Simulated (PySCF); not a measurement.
## Stretching O₂⁺

Set-up: basis O def2-TZVP; no relativity; PySCF 2.14. Energies in eV from O⁺ + O in their ground configurations at the same level. All curves are PBE0. state 1: ²Πg (doublet), unpaired electrons π ↑; state 2: quartet, unpaired electrons π ↑↑↑, a second solution, started from another occupation.

```tsv
R (Å)	state 1	state 2
0.947	-4.540	6.310
0.991	-5.821	3.466
1.035	-6.529	1.360
1.068	-6.780	0.155
1.101	-6.846	-0.785
1.134	-6.768	-1.513
1.178	-6.498	-2.218
1.233	-5.973	-2.767
1.299	-5.176	-3.077
1.387	-3.980	-3.094
```

Put a parabola through the three lowest points of the state 1 curve and estimate Re, k and ωe (reduced mass 7.997 u; 1 eV/Å² = 0.16022 mdyn/Å; ωe = 1302.8·√(k/μ) cm⁻¹).

Through R = 1.068, 1.101, 1.134 Å the second-order coefficient is 66.1 eV/Å², so Re ≈ 1.100 Å, k ≈ 21.2 mdyn/Å and ωe ≈ 2120 cm⁻¹. A polynomial fit of higher order to the unrounded PBE0 energies gives Re = 1.098 Å, k = 21.4 mdyn/Å, ωe = 2130 cm⁻¹; anharmonicity and rounding make the difference.

The higher-order fit for each curve: state 1: Re = 1.098 Å, ωe = 2130 cm⁻¹, De = 6.85 eV; state 2: Re = 1.345 Å, ωe = 1241 cm⁻¹, minimum 3.13 eV below the ground-state fragments.

The state was picked by a PBE0 search and need not be the measured ground state.
